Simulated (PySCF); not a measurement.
acetic acid (C₂H₄O₂), SMILES O=C(O)C. Geometry: PBE-D3(BJ)/def2-SVP. One conformer was computed; it need not be the lowest.

**Question.** Give the equilibrium geometry at PBE-D3(BJ)/def2-SVP (PySCF confirms it by a frequency run) as a Z-matrix, and its point group. (The exact figures need the calculation; the answer reports its results.)

**Answer.** This is not unique; one that fits is point group Cs.
```
C
O 1 1.2152
O 1 1.3610 2 122.55
H 3 0.9821 1 105.08 2 0.00
C 1 1.5094 2 126.08 3 180.00
H 5 1.1031 1 109.64 2 0.00
H 5 1.1082 6 110.11 1 121.20
H 5 1.1082 6 110.11 7 117.60
```
Charge 0, spin multiplicity 1.
